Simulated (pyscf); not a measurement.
A first-order saddle from PySCF, ωB97X-D3(BJ)/def2-SVP:

```
B
H 1 1.2142
H 1 1.2208 2 117.63
N 1 1.5744 2 113.90 3 -135.34
H 4 1.0171 1 116.86 2 131.43
H 4 1.0174 5 109.35 1 135.15
O 1 1.6204 2 109.35 3 125.71
H 7 0.9652 1 111.30 2 -133.57
H 7 1.1736 8 112.41 1 79.83
```

Surface: singlet, charge 0. Lowest wavenumbers (cm⁻¹): 1234i, 353, 622, 658, 700.

Q: Name the species on either side of this saddle.

A: H₂B–OH + ammonia (NH₃) ⇌ H₂B–NH₂ + water (H₂O), a four-centre exchange read from left to right: B–O, H–N broken and B–N, H–O formed. At CCSD(T)/def2-TZVPP + ΔMP2(QZVPP) it lies +13.1 kcal/mol from the left side and +13.8 kcal/mol from the right (each side as separated species at their lowest minima found). On the reactant side the descent ends in an adduct with a B–N contact, 13.1 kcal/mol under the separated species and 24.7 kcal/mol under the saddle at ωB97X-D3(BJ)/def2-TZVP. What is counted as formed (B–N) is already present as a longer contact in the reactant adduct; forming that adduct is a step of its own. The products may also form a dative adduct at H₂B–NH₂; it and routes through it were not searched. This is the saddle that the search found; another between the same sides may lie lower. The CCSD(T) − MP2 part came from Ansatz, without density fitting, on the same reference.
